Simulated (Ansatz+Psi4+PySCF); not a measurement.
# singlet F2: levels of theory in one basis

| atom | x (Å) | y (Å) | z (Å) |
| --- | --- | --- | --- |
| F | 0.0000 | 0.0000 | 0.7103 |
| F | 0.0000 | 0.0000 | -1.4206 |

Basis set: cc-pVTZ (spherical functions). Frozen core: 2 orbitals. Charge 0, multiplicity 1.

Computed with Ansatz (development build ahead of 0.2.0) and PySCF 2.14.0; each method stands on the lowest determinant of its kind that the runs found.

```tsv
method	E − E(RHF) (eV)	<S²> of the determinant
RHF	0.00	0.00
UHF	-6.13	0.98
RHF-MP2	-16.77	–
UHF-MP2	-17.08	0.98
RHF-CCSD	-16.80	–
UHF-CCSD	-17.72	0.98
RHF-CCSD(T)	-18.23	–
UHF-CCSD(T)	-17.94	0.98
```

Problem. Is a single determinant a sound starting point here?

Solution. It is doubtful. Unrestricted orbitals lower Hartree–Fock by 6.13 eV and <S²> is 0.98 where a pure state has 0.00, a sign of strong static correlation.

Caution for RHF, RHF-MP2, RHF-CCSD, RHF-CCSD(T): an unrestricted determinant lies well below. Caution for UHF, UHF-MP2, UHF-CCSD, UHF-CCSD(T): the unrestricted determinant is a mixture of spin states; the determinant breaks the point group. Caution for RHF-MP2, RHF-CCSD, RHF-CCSD(T): large amplitudes, a single reference is doubtful. Caution for RHF-CCSD, RHF-CCSD(T): the amplitudes may be one of several solutions. Caution for UHF-CCSD, UHF-CCSD(T): the program doubts this total. Caution for UHF-CCSD(T): another reference gives a lower total.
